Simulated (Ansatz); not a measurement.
Relaxed structures of MgBH$_{3}$S, singlet (PBE0-D4/def2-TZVP; forces vanish, vibrations not checked; lower isomers may exist, and structures with a doubtful reference or unclear bonds are left out; Å). Ansatz 0.2.0; basis: def2-TZVPP; cores frozen in the correlated methods. The outer core shell of Li, Na, Mg and K is correlated. The def2 sets are not built for correlating such inner shells, so the correlated values are less sure here.

Task: Rank them by CCSD(T) energy, lowest first, and give each one's height above the lowest. Links in brackets join atoms within 1.22 times the sum of their covalent radii (1.1 for two metals). (An estimate is asked for; the value comes from the calculation.)
A.
MgBH₃S ([H]1[BH]23[H][Mg]12[S]3)
```
6
angstrom
B -1.0531 0.0129 -0.6998
S 0.1020 -1.6510 -0.5724
Mg 0.8837 0.2972 0.0856
H -2.1550 -0.1089 -1.1395
H -1.0930 0.5142 0.4613
H -0.3973 0.8565 -1.3775
```
B.
MgBH₃S ([MgH][B][SH2])
```
6
angstrom
B 0.2738 -0.6706 -0.4876
S -1.2971 -0.0171 -0.6571
Mg 1.7985 -0.2239 1.0383
H -2.0444 -0.2502 -1.7710
H -1.9478 1.1917 -0.3593
H 3.0717 -0.0065 2.1560
```
C.
MgBH₃S ([H]1[BH]2[S][MgH]12)
```
6
angstrom
B -0.8818 -0.0586 -0.6751
S 0.2770 -1.3269 -1.0286
Mg 1.1602 -0.0946 0.7294
H -1.9137 0.1074 -1.2485
H -0.6709 0.7600 0.2287
H 2.0292 0.6127 1.9940
```

Result: Computed: C (0.0 kJ/mol), A (128.2 kJ/mol), B (521.4 kJ/mol). Heights count from the lowest.

The T1 diagnostic stays at or below 0.017. The restricted Hartree–Fock reference is unstable towards an unrestricted one at one or more of these structures.

For scale, one of the runs: CCSD(T)/def2-TZVPP, 147 basis functions, launched by `ansatz run in.yaml --threads 2 --pin off --events-out ev --progress --plain --max-ram 4352MiB`. Hardware: 2 CPU threads of an Arm Neoverse V2, shared host. Wall time 23 s; peak host memory 0.95 GiB.
